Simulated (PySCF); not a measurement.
input.py for NaN

File input.py (PySCF 2.14):

```python
from pyscf import gto, scf
from pyscf.geomopt.geometric_solver import optimize

mol = gto.M(
    atom='Na 0 0 0; N 0 0 2.119',
    basis='jorge-dzp-dkh',
    charge=0,
    spin=2,
    verbose=4,
)
mf = scf.ROHF(mol)
mf = mf.sfx2c1e()
mf = mf.density_fit(auxbasis='def2-universal-jkfit')
mf.kernel()
mol_eq = optimize(mf, maxsteps=30)
print('optimised geometry (angstrom)')
print(mol_eq.tostring('raw'))
print('orbital energies (hartree):', mf.mo_energy[..., max(0, mol.nelec[1]-3):mol.nelec[0]+3].round(4))
```

```bash
$ OMP_NUM_THREADS=1 python input.py
```

It prints (some set-up lines and the per-cycle HOMO/LUMO lines with their warnings removed):

```
PySCF version 2.14.0

[INPUT] verbose = 4
[INPUT] num. atoms = 2
[INPUT] num. electrons = 18
[INPUT] charge = 0
[INPUT] spin (= nelec alpha-beta = 2S) = 2
[INPUT] symmetry False subgroup None
[INPUT] Mole.unit = angstrom
[INPUT] Symbol           X                Y                Z      unit          X                Y                Z       unit  Magmom
[INPUT]  1 Na     0.000000000000   0.000000000000   0.000000000000 AA    0.000000000000   0.000000000000   0.000000000000 Bohr   0.0
[INPUT]  2 N      0.000000000000   0.000000000000   2.119000000000 AA    0.000000000000   0.000000000000   4.004329657953 Bohr   0.0

nuclear repulsion = 19.22918605042
number of shells = 19
number of NR pGTOs = 73
number of NR cGTOs = 39
basis = jorge-dzp-dkh
ecp = {}

******** <class 'pyscf.df.df_jk.DFsfX2C1eROHF'> ********
method = DFsfX2C1eROHF
initial guess = minao
damping factor = 0
level_shift factor = 0
DIIS = <class 'pyscf.scf.diis.CDIIS'>
diis_start_cycle = 1
diis_space = 8
diis_damp = 0
SCF conv_tol = 1e-09
SCF conv_tol_grad = None
SCF max_cycles = 50
direct_scf = False
num. doubly occ = 8  num. singly occ = 2

******** <class 'pyscf.x2c.sfx2c1e.SpinFreeX2CHelper'> ********
approx = 1e
xuncontract = 1
Set gradient conv threshold to 3.16228e-05
******** <class 'pyscf.df.df.DF'> ********
auxbasis = def2-universal-jkfit
init E= -215.92121448858
cycle= 1 E= -216.441053413037  delta_E= -0.52  |g|= 0.0974  |ddm|= 1.06
cycle= 2 E= -216.445389979067  delta_E= -0.00434  |g|= 0.0331  |ddm|= 0.172
cycle= 3 E= -216.441133701681  delta_E= 0.00426  |g|= 0.0459  |ddm|= 0.266
cycle= 4 E= -216.446105309846  delta_E= -0.00497  |g|= 0.0166  |ddm|= 0.232
cycle= 5 E= -216.446497768561  delta_E= -0.000392  |g|= 0.0037  |ddm|= 0.034
cycle= 6 E= -216.446520681227  delta_E= -2.29e-05  |g|= 0.00191  |ddm|= 0.0199
cycle= 7 E= -216.446527027122  delta_E= -6.35e-06  |g|= 0.00075  |ddm|= 0.00743
cycle= 8 E= -216.446528284095  delta_E= -1.26e-06  |g|= 0.000259  |ddm|= 0.00355
cycle= 9 E= -216.446528295649  delta_E= -1.16e-08  |g|= 0.000164  |ddm|= 0.000951
cycle= 10 E= -216.446528365174  delta_E= -6.95e-08  |g|= 6.55e-05  |ddm|= 0.000934
cycle= 11 E= -216.446528378417  delta_E= -1.32e-08  |g|= 1.11e-05  |ddm|= 0.000276
cycle= 12 E= -216.446528378244  delta_E= 1.72e-10  |g|= 9.32e-06  |ddm|= 6.75e-05
Extra cycle  E= -216.446528371076  delta_E= 7.17e-09  |g|= 4.36e-05  |ddm|= 0.000281
converged SCF energy = -216.446528371076
Create scanner for <class 'pyscf.df.grad.rohf.Gradients'>
Create scanner for <class 'pyscf.df.df_jk.DFsfX2C1eROHF'>
input.py

Current date and time:

#|     Arguments passed to driver run_optimizer():      |#
customengine              <pyscf.geomopt.geometric_solver.PySCFEngine object>
logIni                    <dir>
maxiter                   30
----------------------------------------------------------
Custom engine selected.
Bonds will be generated from interatomic distances less than 1.20 times sum of covalent radii
Creating artificial bond to isolated atom: 1-2
Creating artificial bond to isolated atom: 2-1
6 internal coordinates being used (instead of 6 Cartesians)
Internal coordinate system (atoms numbered from 1):
Distance 1-2
Translation-X 1-2
Translation-Y 1-2
Translation-Z 1-2
Rotation-A 1-2
Rotation-B 1-2
Rotation-C 1-2
<class 'geometric.internal.Distance'> : 1
<class 'geometric.internal.TranslationX'> : 1
<class 'geometric.internal.TranslationY'> : 1
<class 'geometric.internal.TranslationZ'> : 1
<class 'geometric.internal.RotationA'> : 1
<class 'geometric.internal.RotationB'> : 1
<class 'geometric.internal.RotationC'> : 1
> ===== Optimization Info: ====
> Job type: Energy minimization
> Maximum number of optimization cycles: 30
> Initial / maximum trust radius (Angstrom): 0.100 / 0.300
> Convergence Criteria:
> Will converge when all 5 criteria are reached:
>  |Delta-E| < 1.00e-06
>  RMS-Grad  < 3.00e-04
>  Max-Grad  < 4.50e-04
>  RMS-Disp  < 1.20e-03
>  Max-Disp  < 1.80e-03
> === End Optimization Info ===

Geometry optimization cycle 1
Cartesian coordinates (Angstrom)
 Atom        New coordinates             dX        dY        dZ
  Na   0.000000   0.000000   0.000000    0.000000  0.000000  0.000000
   N   0.000000   0.000000   2.119000    0.000000  0.000000  0.000000

WARN: Mole.unit (angstrom) is changed to Bohr

New geometry
   1 Na     0.000000000000   0.000000000000   0.000000000000 AA    0.000000000000   0.000000000000   0.000000000000 Bohr
   2 N      0.000000000000   0.000000000000   2.119000000000 AA    0.000000000000   0.000000000000   4.004329657953 Bohr

******** <class 'pyscf.scf.hf.DFsfX2C1eROHF_Scanner'> ********
method = DFsfX2C1eROHF_Scanner
initial guess = minao
damping factor = 0
level_shift factor = 0
DIIS = <class 'pyscf.scf.diis.CDIIS'>
diis_start_cycle = 1
diis_space = 8
diis_damp = 0
SCF conv_tol = 1e-09
SCF conv_tol_grad = None
SCF max_cycles = 50
direct_scf = False
num. doubly occ = 8  num. singly occ = 2

******** <class 'pyscf.x2c.sfx2c1e.SpinFreeX2CHelper'> ********
approx = 1e
xuncontract = 1
Set gradient conv threshold to 3.16228e-05
******** <class 'pyscf.df.df.DF'> ********
auxbasis = def2-universal-jkfit
init E= -216.446528371076
cycle= 1 E= -216.446528206409  delta_E= 1.65e-07  |g|= 0.000209  |ddm|= 0.00135
cycle= 2 E= -216.44652442618  delta_E= 3.78e-06  |g|= 0.001  |ddm|= 0.00645
cycle= 3 E= -216.446528378572  delta_E= -3.95e-06  |g|= 2.44e-06  |ddm|= 0.00533
cycle= 4 E= -216.446528378575  delta_E= -3.64e-12  |g|= 7.72e-07  |ddm|= 5.34e-06
Extra cycle  E= -216.446528378574  delta_E= 1.82e-12  |g|= 9.6e-07  |ddm|= 6.27e-06
converged SCF energy = -216.446528378574

******** <class 'pyscf.grad.rhf.Gradients_Scanner'> for <class 'pyscf.scf.hf.DFsfX2C1eROHF_Scanner'> ********
unit = Eh/Bohr
--------------- DFsfX2C1eROHF_Scanner gradients ---------------
         x                y                z
0 Na     0.0000000001     0.0000000001     0.0150702063
1 N    -0.0000000001    -0.0000000001    -0.0150702063
----------------------------------------------
cycle 1: E = -216.446528379  dE = -216.447  norm(grad) = 0.0213125
Step    0 : Gradient = 1.507e-02/1.507e-02 (rms/max) Energy = -216.4465283786
Hessian Eigenvalues: 5.00000e-02 5.00000e-02 5.00000e-02 ... 5.00000e-02 5.00000e-02 1.00000e-01

Geometry optimization cycle 2
Cartesian coordinates (Angstrom)
 Atom        New coordinates             dX        dY        dZ
  Na  -0.000000  -0.000000  -0.039874   -0.000000 -0.000000 -0.039874
   N   0.000000   0.000000   2.158874    0.000000  0.000000  0.039874
New geometry
   1 Na    -0.000000001448  -0.000000002614  -0.039874048819 AA   -0.000000002736  -0.000000004940  -0.075351031745 Bohr
   2 N      0.000000001448   0.000000002614   2.158874048819 AA    0.000000002737   0.000000004939   4.079680689699 Bohr

******** <class 'pyscf.scf.hf.DFsfX2C1eROHF_Scanner'> ********
method = DFsfX2C1eROHF_Scanner
initial guess = minao
damping factor = 0
level_shift factor = 0
DIIS = <class 'pyscf.scf.diis.CDIIS'>
diis_start_cycle = 1
diis_space = 8
diis_damp = 0
SCF conv_tol = 1e-09
SCF conv_tol_grad = None
SCF max_cycles = 50
direct_scf = False
num. doubly occ = 8  num. singly occ = 2

******** <class 'pyscf.x2c.sfx2c1e.SpinFreeX2CHelper'> ********
approx = 1e
xuncontract = 1
Set gradient conv threshold to 3.16228e-05
******** <class 'pyscf.df.df.DF'> ********
auxbasis = def2-universal-jkfit
init E= -216.444612086534
cycle= 1 E= -216.447751588687  delta_E= -0.00314  |g|= 0.00629  |ddm|= 0.0326
cycle= 2 E= -216.447778213034  delta_E= -2.66e-05  |g|= 0.00304  |ddm|= 0.0159
cycle= 3 E= -216.447765632089  delta_E= 1.26e-05  |g|= 0.00332  |ddm|= 0.0222
cycle= 4 E= -216.447781378344  delta_E= -1.57e-05  |g|= 0.00225  |ddm|= 0.0217
cycle= 5 E= -216.447793317648  delta_E= -1.19e-05  |g|= 0.000699  |ddm|= 0.00918
cycle= 6 E= -216.447793171974  delta_E= 1.46e-07  |g|= 0.000649  |ddm|= 0.00502
cycle= 7 E= -216.447793605235  delta_E= -4.33e-07  |g|= 0.000558  |ddm|= 0.00626
cycle= 8 E= -216.447794825439  delta_E= -1.22e-06  |g|= 3.38e-05  |ddm|= 0.00296
cycle= 9 E= -216.447794826165  delta_E= -7.25e-10  |g|= 2.34e-05  |ddm|= 0.000204
Extra cycle  E= -216.447794819686  delta_E= 6.48e-09  |g|= 5.12e-05  |ddm|= 0.000381
converged SCF energy = -216.447794819686

******** <class 'pyscf.grad.rhf.Gradients_Scanner'> for <class 'pyscf.scf.hf.DFsfX2C1eROHF_Scanner'> ********
unit = Eh/Bohr
--------------- DFsfX2C1eROHF_Scanner gradients ---------------
         x                y                z
0 Na     0.0000000019     0.0000000034     0.0023779653
1 N    -0.0000000019    -0.0000000034    -0.0023779653
----------------------------------------------
cycle 2: E = -216.44779482  dE = -0.00126644  norm(grad) = 0.00336295
Step    1 : Displace = 3.987e-02/3.987e-02 (rms/max) Trust = 1.000e-01 (=) Grad = 2.378e-03/2.378e-03 (rms/max) E (change) = -216.4477948197 (-1.266e-03) Quality = 1.115
Hessian Eigenvalues: 5.00000e-02 5.00000e-02 5.00000e-02 ... 5.00000e-02 5.00000e-02 8.42208e-02

Geometry optimization cycle 3
[part of the log left out]
----------------------------------------------
cycle 3: E = -216.447833811  dE = -3.89914e-05  norm(grad) = 0.000568508
Step    2 : Displace = 7.471e-03/7.471e-03 (rms/max) Trust = 1.414e-01 (+) Grad = 4.020e-04/4.020e-04 (rms/max) E (change) = -216.4478338111 (-3.899e-05) Quality = 1.161
Hessian Eigenvalues: 5.00000e-02 5.00000e-02 5.00000e-02 ... 5.00000e-02 5.00000e-02 6.99832e-02

Geometry optimization cycle 4
Cartesian coordinates (Angstrom)
 Atom        New coordinates             dX        dY        dZ
  Na   0.000000   0.000000  -0.048865    0.000000  0.000000 -0.001520
   N  -0.000000  -0.000000   2.167865   -0.000000 -0.000000  0.001520
New geometry
   1 Na     0.000000113981   0.000000207763  -0.048864527167 AA    0.000000215393   0.000000392614  -0.092340573552 Bohr
   2 N     -0.000000113981  -0.000000207762   2.167864527167 AA   -0.000000215394  -0.000000392614   4.096670231506 Bohr

******** <class 'pyscf.scf.hf.DFsfX2C1eROHF_Scanner'> ********
method = DFsfX2C1eROHF_Scanner
initial guess = minao
damping factor = 0
level_shift factor = 0
DIIS = <class 'pyscf.scf.diis.CDIIS'>
diis_start_cycle = 1
diis_space = 8
diis_damp = 0
SCF conv_tol = 1e-09
SCF conv_tol_grad = None
SCF max_cycles = 50
direct_scf = False
num. doubly occ = 8  num. singly occ = 2

******** <class 'pyscf.x2c.sfx2c1e.SpinFreeX2CHelper'> ********
approx = 1e
xuncontract = 1
Set gradient conv threshold to 3.16228e-05
******** <class 'pyscf.df.df.DF'> ********
auxbasis = def2-universal-jkfit
init E= -216.447646686116
cycle= 1 E= -216.447834851044  delta_E= -0.000188  |g|= 0.000285  |ddm|= 0.00168
cycle= 2 E= -216.447834218461  delta_E= 6.33e-07  |g|= 0.0005  |ddm|= 0.00317
cycle= 3 E= -216.447834982092  delta_E= -7.64e-07  |g|= 0.000117  |ddm|= 0.00267
cycle= 4 E= -216.447835008011  delta_E= -2.59e-08  |g|= 6.52e-05  |ddm|= 0.000574
cycle= 5 E= -216.447834925458  delta_E= 8.26e-08  |g|= 0.000156  |ddm|= 0.00109
cycle= 6 E= -216.44783501829  delta_E= -9.28e-08  |g|= 3.36e-05  |ddm|= 0.000937
cycle= 7 E= -216.447835020668  delta_E= -2.38e-09  |g|= 2.14e-05  |ddm|= 0.000195
cycle= 8 E= -216.447835021894  delta_E= -1.23e-09  |g|= 5.41e-06  |ddm|= 0.00012
cycle= 9 E= -216.447835021963  delta_E= -6.84e-11  |g|= 1.97e-06  |ddm|= 3.21e-05
Extra cycle  E= -216.44783502191  delta_E= 5.3e-11  |g|= 4.23e-06  |ddm|= 3.45e-05
converged SCF energy = -216.44783502191

******** <class 'pyscf.grad.rhf.Gradients_Scanner'> for <class 'pyscf.scf.hf.DFsfX2C1eROHF_Scanner'> ********
unit = Eh/Bohr
--------------- DFsfX2C1eROHF_Scanner gradients ---------------
         x                y                z
0 Na     0.0000000034     0.0000000062     0.0000141921
1 N    -0.0000000034    -0.0000000062    -0.0000141921
----------------------------------------------
cycle 4: E = -216.447835022  dE = -1.21085e-06  norm(grad) = 2.00706e-05
Step    3 : Displace = 1.520e-03/1.520e-03 (rms/max) Trust = 2.000e-01 (+) Grad = 1.419e-05/1.419e-05 (rms/max) E (change) = -216.4478350219 (-1.211e-06) Quality = 1.049
Hessian Eigenvalues: 5.00000e-02 5.00000e-02 5.00000e-02 ... 5.00000e-02 5.00000e-02 6.75125e-02

Geometry optimization cycle 5
Cartesian coordinates (Angstrom)
 Atom        New coordinates             dX        dY        dZ
  Na   0.000000   0.000000  -0.048920   -0.000000 -0.000000 -0.000056
   N  -0.000000  -0.000000   2.167920    0.000000  0.000000  0.000056
New geometry
   1 Na     0.000000024914   0.000000044893  -0.048920147310 AA    0.000000047081   0.000000084835  -0.092445680389 Bohr
   2 N     -0.000000024915  -0.000000044893   2.167920147311 AA   -0.000000047082  -0.000000084835   4.096775338344 Bohr

******** <class 'pyscf.scf.hf.DFsfX2C1eROHF_Scanner'> ********
method = DFsfX2C1eROHF_Scanner
initial guess = minao
damping factor = 0
level_shift factor = 0
DIIS = <class 'pyscf.scf.diis.CDIIS'>
diis_start_cycle = 1
diis_space = 8
diis_damp = 0
SCF conv_tol = 1e-09
SCF conv_tol_grad = None
SCF max_cycles = 50
direct_scf = False
num. doubly occ = 8  num. singly occ = 2

******** <class 'pyscf.x2c.sfx2c1e.SpinFreeX2CHelper'> ********
approx = 1e
xuncontract = 1
Set gradient conv threshold to 3.16228e-05
******** <class 'pyscf.df.df.DF'> ********
auxbasis = def2-universal-jkfit
init E= -216.447828063726
cycle= 1 E= -216.447835022318  delta_E= -6.96e-06  |g|= 1.86e-05  |ddm|= 0.000123
cycle= 2 E= -216.447834991667  delta_E= 3.07e-08  |g|= 8.93e-05  |ddm|= 0.000571
cycle= 3 E= -216.447835023234  delta_E= -3.16e-08  |g|= 1.01e-05  |ddm|= 0.000501
cycle= 4 E= -216.447835023449  delta_E= -2.14e-10  |g|= 5.27e-06  |ddm|= 6.5e-05
Extra cycle  E= -216.447835022892  delta_E= 5.57e-10  |g|= 1.46e-05  |ddm|= 8.29e-05
converged SCF energy = -216.447835022892

******** <class 'pyscf.grad.rhf.Gradients_Scanner'> for <class 'pyscf.scf.hf.DFsfX2C1eROHF_Scanner'> ********
unit = Eh/Bohr
--------------- DFsfX2C1eROHF_Scanner gradients ---------------
         x                y                z
0 Na     0.0000000072     0.0000000130    -0.0000003262
1 N    -0.0000000072    -0.0000000130     0.0000003262
----------------------------------------------
cycle 5: E = -216.447835023  dE = -9.81743e-10  norm(grad) = 4.61792e-07
Step    4 : Displace = 5.562e-05/5.562e-05 (rms/max) Trust = 2.828e-01 (+) Grad = 3.265e-07/3.265e-07 (rms/max) E (change) = -216.4478350229 (-9.817e-10) Quality = 0.658
Hessian Eigenvalues: 5.00000e-02 5.00000e-02 5.00000e-02 ... 5.00000e-02 5.00000e-02 6.75125e-02
Converged! =D

    #| If this code has benefited your research, please support us by citing: |#
    #| Wang, L.-P.; Song, C.C. (2016) "Geometry optimization made simple with |#
    #| translation and rotation coordinates", J. Chem, Phys. 144, 214108.     |#
    #|                                     |#
optimised geometry (angstrom)
Na          0.00000002        0.00000004       -0.04892015
N          -0.00000002       -0.00000004        2.16792015
orbital energies (hartree): [-1.5088 -0.8036 -0.2689 -0.0413 -0.0413 -0.0021  0.041   0.041 ]
```

In short: E(SCF) = -216.446528 Eh, 12 cycles, all at the start geometry; optimised bond 2.217 Å with E = -216.447835 Eh after 5 steps.

Hardware: Arm Neoverse V1, 1 thread, shared host. Wall time 2.4 s, peak memory 0.15 GiB.

The last line lists the levels of the start geometry. No search for the lowest solution was made.
